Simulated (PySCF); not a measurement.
# C2H5NO ((Z)-acetaldoxime): the cost of one run

Computed with PySCF 2.14.0, with density-fitted response routines of our own, on a single molecule in the gas phase. Atoms are numbered from 0 throughout.

## Step 1: Starting geometry

9 atoms, charge 0, multiplicity 1; geometry from: GFN2-xTB. The atoms were then displaced at random by about 0.01 Å, so the start is not that level's minimum.

Bonds of the start (Å): C0–C1 1.49, C1–N2 1.25, N2–O3 1.42, C0–H4 1.06, C0–H5 1.11, C0–H6 1.10, C1–H7 1.08, O3–H8 0.93.

## Step 2: Geometry optimisation at PBE0-D3(BJ)/def2-TZVP

Job settings and geometry (Å):

```
{"job": {"xc": "PBE0", "basis": "def2-TZVP", "d3": "d3bj", "grid": 2, "shake": 0.01, "kind": "geom"}, "charge": 0, "multiplicity": 1}
C     -1.016410    -0.335740     0.322890
C     -0.119210     0.718600    -0.229940
N      1.103090     0.628160    -0.459970
O      1.763870    -0.590250    -0.158300
H     -0.496460    -1.234790     0.515470
H     -1.833870    -0.505910    -0.402600
H     -1.487810     0.054230     1.235290
H     -0.510540     1.697470    -0.482330
H      2.655160    -0.448930    -0.374240
```

Run with:

```console
$ OMP_NUM_THREADS=1 python probes_run.py task.json out
```

The driver reads the jobs from task.json and runs them one after another.

Q: Estimate the wall time and peak memory of this first job on 1 thread of AMD EPYC 9R45, shared host.

About 29 s, with a peak of 0.64 GiB.
